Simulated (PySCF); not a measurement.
Molecule: `CCCCl`, C₃H₇Cl.

Geometry:
```tsv
atom	x (Å)	y (Å)	z (Å)
C1	-1.264	0.249	0.098
C2	-0.041	-0.640	-0.045
C3	1.278	0.096	0.068
Cl4	1.496	1.304	-1.240
H5	-1.278	0.756	1.076
H6	-2.192	-0.335	0.009
H7	-1.274	1.025	-0.682
H8	-0.066	-1.174	-1.009
H9	-0.042	-1.418	0.740
H10	1.353	0.647	1.017
H11	2.130	-0.594	-0.001
```

Geometry PBE0-D3(BJ)/def2-SVP throughout; GIAO in PySCF 2.14, gas phase, one conformer, non-relativistic; equivalent atoms averaged; functional PBE0.

For orientation, pcSseg-1 gives these absolute shieldings σ: C3 131.9, C2 156.1, C1 171.8, Cl4 876.6, H10/H11 27.86, H8/H9 29.75, H5/H6/H7 30.18 ppm.

A run gave: C3 143.9, C2 166.2, C1 183.1, Cl4 895.7, H10/H11 27.78, H8/H9 29.64, H5/H6/H7 30.25 ppm (absolute shieldings σ).

Task: Which basis set was used in that run?
A. aug-cc-pVDZ
B. 6-31G*
C. 6-31G
D. pcSseg-0
E. cc-pVTZ

Result: A. C3 tells them apart best: aug-cc-pVDZ gives 143.9, cc-pVTZ gives 135.2, 6-31G gives 151.1, 6-31G* gives 147.1, pcSseg-0 gives 140.7 ppm.
